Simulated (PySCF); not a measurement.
ammonia (H3N), SMILES N.

Geometry optimised at PBE-D3(BJ)/def2-TZVPD.

Method: SMD-PBE0/def2-SVP (PySCF).

Solvation free energies are E(SMD) − E(gas) at the gas-phase geometry, for 1 M in both phases. In vacuum the dipole moment is 1.75 D.

Computed solvation free energies in water, benzene, dichloromethane:
```csv
solvent,ΔG(solv) (kcal/mol),its non-electrostatic (CDS) part,dipole (D)
water,-3.0,2.2,2.02
benzene,-0.8,1.5,1.87
dichloromethane,-2.9,1.5,1.97
```
